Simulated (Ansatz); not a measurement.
**C₂H₃S−: single points off equilibrium**

One table from this session's results is given with a row withheld; the runs are named, their logs left out.

Method: single points in def2-TZVPPD; program: Ansatz 0.2.0, Gaussian basis.

Correlated methods freeze the cores.

## Starting geometry

SMILES `C=[C-]S`, 6 atoms, charge -1, spin multiplicity 1.

Atoms are counted from 1 here; the program's logs count them from 0.

Bond lengths: C1–C2 1.393 Å, C1–H4 1.198 Å, C1–H5 1.197 Å, C2–S3 1.908 Å, S3–H6 1.618 Å. Angles: C2–C1–H4 117.2°, C2–C1–H5 121.0°, H4–C1–H5 121.5°, C1–C2–S3 115.2°, C2–S3–H6 95.3°.

As a file:

```xyz
6

C    -0.3964    0.1241   -1.0101
C    -0.4593   -0.0080    0.3747
S     1.2231   -0.2299    1.2471
H    -1.4360    0.1526   -1.6054
H     0.6531    0.0903   -1.5849
H     0.6019   -0.3967    2.7318
```

The first run:

The input, run/in.yaml:

```yaml
crystal:
  periodic: [false, false, false]
  atoms:
    - {symbol: C, position_ang: [-0.396400, 0.124100, -1.010100]}
    - {symbol: C, position_ang: [-0.459300, -0.008000, 0.374700]}
    - {symbol: S, position_ang: [1.223100, -0.229900, 1.247100]}
    - {symbol: H, position_ang: [-1.436000, 0.152600, -1.605400]}
    - {symbol: H, position_ang: [0.653100, 0.090300, -1.584900]}
    - {symbol: H, position_ang: [0.601900, -0.396700, 2.731800]}
basis:
  gaussian: {orbitals: "def2-TZVPPD.json"}
total_charge: -1
correlation: {method: ccsd_t}
output: {forces: true}
```

The basis file named in the input lies beside it (Basis Set Exchange, JSON).

The command line of these runs was not kept.

Steps of the session up to this table: CCSD(T)/def2-TZVPPD; PBE0-D4/def2-TZVPPD; wB97M-V/def2-TZVPPD; r2SCAN-D4/def2-TZVPPD; PBE-D4/def2-TZVPPD; r2SCAN0-D4/def2-TZVPPD; r2SCANh-D4/def2-TZVPPD.

One of the session's tables, all rows but one given; the rest of the session is left out.

| method | RMS force component (eV/Å) | angle to CCSD(T) forces (°) |
| --- | --- | --- |
| CCSD(T) | 1.437 | reference |
| PBE0-D4 | 1.531 | 9.7 |
| wB97M-V | 1.552 | 9.2 |
| r2SCAN-D4 | 1.462 | 8.0 |
| PBE-D4 | ? | ? |
| r2SCAN0-D4 | 1.604 | 10.2 |
| r2SCANh-D4 | 1.520 | 8.9 |

Estimate the missing values for PBE-D4.

As computed: RMS force component (eV/Å): 1.339; angle to CCSD(T) forces (°): 7.3. In the column «RMS force component (eV/Å)» it is the lowest.
